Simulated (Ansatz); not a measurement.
The input, for Ansatz 0.2.0:

```yaml
crystal:
  periodic: [false, false, false]
  atoms:
    - {symbol: B, position_ang: [0.000000, 0.084416, 0.783587]}
    - {symbol: C, position_ang: [0.000000, -0.120961, -0.584032]}
    - {symbol: H, position_ang: [0.000000, 0.535945, -1.445249]}
basis:
  gaussian: {orbitals: 6-31G}
magnetization: {spin_polarized: false, initial_magnetization: 2}
correlation: {method: bccd_t, electrons: outside_noble_gas}
```

```sh
$ ansatz run in.yaml --threads 1 --pin off --events-out ev --progress --plain --max-ram 2393MiB
```

Question: Roughly how long does this take on 1 thread of AMD EPYC 7B13, shared host, and how much host memory?

Answer: 1.1 s wall and 0.1 GiB.

```
285 factors; integrals over basis functions are off by at most 2.6e-4 eV
mean field evaluation 1: about -1710.6856 eV, gradient 1.3e1 eV
mean field evaluation 2: about -1710.6886 eV, gradient 1.3e1 eV
mean field evaluation 4: about -1711.7399 eV, gradient 4.0e0 eV
mean field evaluation 8: about -1712.0470 eV, gradient 2.4e-1 eV
mean field evaluation 16: about -1711.7354 eV, gradient 4.0e0 eV
mean field evaluation 32: about -1712.0504 eV, gradient 9.4e-6 eV
mean field evaluation 64: about -1711.1505 eV, gradient 5.0e0 eV
mean field evaluation 96: about -1711.9024 eV, gradient 1.3e-1 eV
mean field evaluation 128: about -1711.2822 eV, gradient 1.7e0 eV
mean field evaluation 160: about -1712.0504 eV, gradient 9.0e-4 eV
mean field -1712.05038457 eV, -62.9166911634 hartree, gradient 8.7e-6 eV, S^2 2.000000; 11 other end points of the search recorded, 0 dependent functions left out
mean field evaluation 192: about -1710.6336 eV, gradient 1.1e1 eV
mean field evaluation 224: about -1710.9825 eV, gradient 6.7e0 eV
mean field evaluation 256: about -1712.1630 eV, gradient 1.2e-1 eV
determinant -1712.05038457 eV, -62.9166911634 hartree, with singles and doubles -1715.68078919 eV, -63.0501060725 hartree
determinant -1711.90221629 eV, -62.9112460798 hartree, with singles and doubles -1715.50659765 eV, -63.0437046514 hartree
determinant -1711.38006576 eV, -62.8920574016 hartree, with singles and doubles -1714.39367026 eV, -63.0028053242 hartree
determinant -1711.28199014 eV, -62.8884531890 hartree, with singles and doubles -1715.64187788 eV, -63.0486761081 hartree
determinant -1712.05038457 eV, -62.9166911634 hartree, with singles and doubles -1715.68803454 eV, -63.0503723342 hartree
determinant -1711.90221629 eV, -62.9112460798 hartree, with singles and doubles -1715.51026183 eV, -63.0438393076 hartree
determinant -1711.28199014 eV, -62.8884531890 hartree, with singles and doubles -1715.70681334 eV, -63.0510624423 hartree
mean field evaluation 288: about -1712.0460 eV, gradient 3.9e-2 eV
2 core orbitals not correlated: weight in the atoms' cores, before any rotation towards them, 1.000 or more for the frozen orbitals, at most 0.000 for the correlated occupied ones
reference -1712.05038457 eV, -62.9166911634 hartree; 5, 3 occupied and 13, 15 virtual orbitals, 285 factors
second order -3.00984167 eV of doubles, -0.02163297 eV of singles
cycle   1  -3.62367596 eV  change    1.4e-2 eV  update   2.7e-2
cycle   2  -3.62172243 eV  change    2.0e-3 eV  update   7.5e-3
cycle   3  -3.62217918 eV  change   -4.6e-4 eV  update   3.1e-3
cycle   4  -3.62091996 eV  change    1.3e-3 eV  update   1.4e-3
cycle   5  -3.62139289 eV  change   -4.7e-4 eV  update   7.5e-4
cycle   6  -3.62158099 eV  change   -1.9e-4 eV  update   4.6e-4
cycle   7  -3.62182095 eV  change   -2.4e-4 eV  update   3.2e-4
cycle   8  -3.62199111 eV  change   -1.7e-4 eV  update   2.1e-4
cycle   9  -3.62197467 eV  change    1.6e-5 eV  update   1.1e-4
cycle  10  -3.62192863 eV  change    4.6e-5 eV  update   5.7e-5
cycle  11  -3.62188711 eV  change    4.2e-5 eV  update   3.3e-5
cycle  12  -3.62186026 eV  change    2.7e-5 eV  update   1.8e-5
cycle  13  -3.62185544 eV  change    4.8e-6 eV  update   8.3e-6
perturbative correction -0.15683610 eV, -0.0057636205 hartree
Total energy: -1715.82907612 eV, -63.0555555165 hartree
```

For the same geometry and basis full CI lies 53.5 meV lower.
